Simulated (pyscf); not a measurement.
Single points on ωB97X-D3(BJ)/def2-SVP structures (PySCF, gas phase).

For the elementary gas-phase step `[CH3][CH]([CH3])[Al]([CH3])[CH3]` + `[CH4]` -> `[CH3][CH2][CH3]` + `[CH3][Al]([CH3])[CH3]` (singlet surface; Al–C, C–H broken, C–H, Al–C formed), what barrier and reaction energy does ωB97M-D3(BJ)/def2-TZVP give, measured from the separated reactants?

ΔE‡ = 32.6 kcal/mol, ΔE = -4.5 kcal/mol. Zero-point energy shifts the barrier by -0.2 kcal/mol. It is a four-centre exchange, with an imaginary mode of 1560i cm⁻¹. On the reactant side the descent ends in a complex (not fully relaxed), 4.5 kcal/mol under the separated species and 36.3 kcal/mol under the saddle at ωB97X-D3(BJ)/def2-TZVP. On the product side the descent ends in a complex, 5.4 kcal/mol under the separated species and 40.9 kcal/mol under the saddle at ωB97X-D3(BJ)/def2-TZVP. At the saddle there is also a short Al–H contact that neither side keeps. One saddle was located; it need not be the lowest between these sides.
